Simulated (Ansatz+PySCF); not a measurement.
The numbers below are computed, except where a source is named.
## Several solutions for singlet O3

```yaml
atoms:
  - { symbol: O, position_ang: [-0.0376, 0.0040, -0.4530] }
  - { symbol: O, position_ang: [-0.0167, 1.0707, 0.1641] }
  - { symbol: O, position_ang: [0.0037, -1.1105, 0.2070] }
```

Basis set: def2-SVP (spherical functions). Charge 0, multiplicity 1.

ωB97X (unrestricted) was run from several starts with Ansatz (development build ahead of 0.2.0) and PySCF 2.14.0.

```
run  program                                start  converged  energy (hartree)  <S²>
  A    PySCF  guess minao, instabilities followed        yes        -225.17136  0.48
  B   Ansatz          search for the lowest state        yes        -225.17136  0.48
  C    PySCF                     program defaults        yes        -225.16439  0.00
  D   Ansatz              stability test followed        yes        -225.17136  0.48
  E   Ansatz              atomic start, no search        yes        -225.16439  0.00
```

Task: Which runs reached the lowest solution of this kind, and what is wrong with the others?

Result: A, B, D reached the lowest solution found. Converged but too high: C by 0.19 eV, E by 0.19 eV. Convergence only shows a stationary point, and even a stable one can lie too high; stability tests and further starts are what find lower ones. Caution: the unrestricted determinant is spin contaminated.
